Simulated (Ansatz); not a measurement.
Basis-set extrapolation for HLiS (`[Li][SH]`) (PBE0-D4/def2-TZVP geometry, frozen core, Ansatz). Multiplicity 1, RHF reference. For Li the program correlates outer-core shells too, which these sets cover unevenly, so the extrapolated numbers aren't a true limit.

```tsv
	def2-TZVPP	def2-QZVPP
HF	-405.613436	-405.626212
MP2 correlation	-0.224324	-0.243025
CCSD(T) correlation	-0.257465	-0.276096
```

Energies in hartree. Use E(X) = E(∞) + A·exp(−7.88·√X) for Hartree–Fock and E(X) = E(∞) + B·X^(−2.97) for correlation, with X = 3 and 4.

Problem. What is the CCSD(T) energy at the basis-set limit?

Solution. HF limit: -405.626212 + (-0.012776) × 0.13774 = -405.62797. Correlation limit: -0.276096 + (-0.018631) × 0.74074 = -0.28990. Total: -405.91787 hartree, 1.28 eV below CCSD(T)/def2-TZVPP.
